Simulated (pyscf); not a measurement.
Single points on ωB97X-D3(BJ)/def2-SVP structures (PySCF, gas phase).

Task: For the elementary gas-phase step GeH₂ (SMILES [GeH2]) [singlet] + NH₃ (SMILES N) → H₂N–GeH₃ (SMILES [NH2][GeH3]) (singlet surface; H–N broken, Ge–N, Ge–H formed), what barrier and reaction energy does PBE0-D3(BJ)/def2-TZVP give, measured from the separated reactants?

Result: ΔE‡ = 17.0 kcal/mol, ΔE = -40.6 kcal/mol. CCSD(T)/def2-TZVPP + ΔMP2(QZVPP) gives 21.5 kcal/mol and -39.8 kcal/mol. Zero-point energy shifts the barrier by +0.1 kcal/mol. It is an insertion, with an imaginary mode of 1617i cm⁻¹. On the reactant side the descent ends in an adduct with a Ge–N contact, 27.4 kcal/mol under the separated species and 48.5 kcal/mol under the saddle at ωB97X-D3(BJ)/def2-TZVP. What is counted as formed (Ge–N) is already present as a longer contact in the reactant adduct; forming that adduct is a step of its own. The same reactants have a lower exit, to H₂N–GeH: [singlet] + H₂ (barrier +11.6 kcal/mol at ωB97M-D3(BJ), against +24.0 kcal/mol here). One saddle was located; it need not be the lowest between these sides. The CCSD(T) − MP2 part came from Ansatz, without density fitting, on the same reference. The frozen core leaves the outer d or s,p core shells of the metals and heavy elements correlated in the MP2 and CC values, and def2-TZVPP describes them poorly, which can shift differences by a few kcal/mol. Elements up to Kr have no core potential and no relativistic terms here.
